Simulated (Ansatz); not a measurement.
Cost and result for the atomization energy of C₄H₅Cl (`C=C=CCCl`) (10 atoms, 9 bonds).

Cartesian coordinates in Å:
```
C -1.3400 0.5070 -1.5669
C -0.4671 0.5137 -0.6056
C 0.4042 0.5119 0.3622
C 0.7302 -0.7052 1.1536
Cl 2.4474 -1.1816 0.9348
H -1.0435 0.3029 -2.5908
H -2.3893 0.7082 -1.3768
H 0.9284 1.4292 0.6173
H 0.6078 -0.5321 2.2227
H 0.1219 -1.5540 0.8496
```

Charge 0, multiplicity 1. All single points use the PBE0-D4/def2-TZVP geometry. It is one conformer, not always the lowest. Program: Ansatz. All runs use 4 threads of an Arm Neoverse V1 on a shared host. Times are those of one run each, without the atoms' runs, and a repeat can differ threefold. Electronic energies, without spin–orbit coupling; frozen cores. CCSD(T)/CBS adds CCSD(T) − MP2 in def2-TZVPP to the MP2 limit, and its time is that of the two runs behind it. T1 = 0.011. B3LYP takes the VWN-RPA correlation (the form of Gaussian; ORCA's B3LYP/G).

CCSD(T)/CBS is a level of theory with its own doubt, some kJ/mol a heavy atom from the limit and from the frozen cores, so smaller differences don't rank the functionals.

```
                             level  functions  wall time  atomization (kcal/mol)  difference from CCSD(T)/CBS  per bond
   PBE-D4/def2-TZVPP (with forces)        236      2.1 s                  1012.0                         36.4       4.0
                PBE0-D4/def2-TZVPP        236      2.4 s                   991.3                         15.7       1.7
 B3LYP-D4/def2-TZVPP (with forces)        236      3.7 s                   979.9                          4.3       0.5
r2SCAN-D4/def2-TZVPP (with forces)        236        4 s                   984.3                          8.7       1.0
                 B2PLYP/def2-TZVPP        236      4.3 s                   969.9                         -5.7      -0.6
                ωB97X-V/def2-TZVPP        236      6.5 s                   977.1                          1.5       0.2
  ωB97M-V/def2-TZVPP (with forces)        236        9 s                   981.5                          5.9       0.7
                    MP2/def2-QZVPP        448       18 s                   986.0                         10.4       1.2
                CCSD(T)/def2-TZVPP        236      100 s                   951.9                        -23.7      -2.6
                 CCSD(T)/CBS(def2)          –      120 s                   975.6                          0.0       0.0
```

The D4 term adds +7.2 kcal/mol with B3LYP and +3.8 kcal/mol with PBE0; it sums over pairs of atoms, weighted by their polarisabilities, and B3LYP, whose exchange is more repulsive, gets the larger term. From PBE to PBE0 (25 % exact exchange), in def2-TZVPP and without D4, the atomization energy moves by −19.9 kcal/mol: exact exchange takes away binding that semilocal exchange gives to molecules. In def2-TZVPP, CCSD(T) changes the Hartree–Fock value by +234.0 kcal/mol (the triples alone add +17.2 kcal/mol) and MP2 by +254.2 kcal/mol; breaking electron pairs costs correlation energy, which Hartree–Fock lacks.
